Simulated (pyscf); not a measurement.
**Four-centre exchange: HO–AlH₂ (SMILES [OH][AlH2]) + HCl (SMILES Cl) -> HO–AlH₂ (SMILES [OH][AlH2]) + HCl (SMILES Cl)**

Gas phase, singlet surface, charge 0. Bonds broken: O1–H3, Cl6–H7. Bonds formed: O1–H7, H3–Cl6. PySCF, gas phase, ωB97X-D3(BJ)/def2-SVP geometries. MP2 and CC: frozen core, UHF for open shells. ΔMP2 is the change of the MP2 total energy from the triple- to the quadruple-zeta basis.

Transition state (Å):

```xyz
7

O     -0.0588     0.1660     0.3527
Al    -1.5952    -0.1891     1.1529
H      0.9417    -0.1311     0.4044
H     -2.8120     0.6100     0.5745
H     -1.4816    -1.2423     2.3068
Cl     2.1756     0.6488    -0.8462
H      0.3028     0.7590    -0.4280
```

One imaginary mode, 952i cm⁻¹; descent along it reached the two sides named, in the forms told below.

```json
[
 {"bond": "O1–H3", "change": "breaks", "reactant side (Å)": "0.962", "saddle": "1.045", "product side": "1.776"},
 {"bond": "Cl6–H7", "change": "breaks", "reactant side (Å)": "1.307", "saddle": "1.922", "product side": "3.7"},
 {"bond": "O1–H7", "change": "forms", "reactant side (Å)": "1.779", "saddle": "1.045", "product side": "0.962"},
 {"bond": "H3–Cl6", "change": "forms", "reactant side (Å)": "3.7", "saddle": "1.922", "product side": "1.307"}
]
```

Electronic energies relative to the separated reactants (kcal/mol):

| level | barrier | reaction energy | reverse barrier |
|---|---|---|---|
| ωB97X-D3(BJ)/def2-TZVP | 21.5 | 0.0 | 21.5 |
| PBE/def2-TZVP | 17.0 | 0.0 | 17.0 |
| r²SCAN/def2-TZVP | 18.2 | 0.0 | 18.2 |
| B3LYP-D3(BJ)/def2-TZVP | 19.3 | 0.0 | 19.3 |
| PBE0-D3(BJ)/def2-TZVP | 18.1 | 0.0 | 18.1 |
| M06-2X/def2-TZVP | 19.9 | 0.0 | 19.9 |
| ωB97M-D3(BJ)/def2-TZVP | 20.8 | 0.0 | 20.8 |
| HF/def2-TZVP | 30.0 | 0.0 | 30.0 |
| MP2/def2-QZVPP | 20.7 | 0.0 | 20.7 |
| CCSD/def2-TZVPP | 25.3 | 0.0 | 25.3 |
| CCSD(T)/def2-TZVPP | 24.0 | 0.0 | 24.0 |
| CCSD(T)/def2-TZVPP + ΔMP2(QZVPP) | 22.4 | 0.0 | 22.4 |

With CCSD(T)/def2-TZVPP + ΔMP2(QZVPP) energies and thermal terms (ideal gas, 1 atm, RRHO with modes under 100 cm⁻¹ raised to 100, one conformer, R ln 2 for rigid chiral ones), in kcal/mol:

```tsv
T (K)	ΔH‡	ΔG‡	ΔH	ΔG
298	22.5	32.2	0.0	0.0
600	22.1	42.2	0.0	0.0
900	22.2	52.3	0.0	0.0
1200	22.4	62.3	0.0	0.0
```

On the reactant side the descent ends in a complex, 6.6 kcal/mol under the separated species and 28.1 kcal/mol under the saddle at ωB97X-D3(BJ)/def2-TZVP. On the product side the descent ends in a complex, 6.6 kcal/mol under the separated species and 28.1 kcal/mol under the saddle at ωB97X-D3(BJ)/def2-TZVP. The same reactants have a lower exit, to HO–AlH–Cl + H₂ (barrier -0.3 kcal/mol at ωB97M-D3(BJ), against +20.8 kcal/mol here). One saddle was located; it need not be the lowest between these sides. The CCSD(T) − MP2 part came from Ansatz, without density fitting, on the same reference.
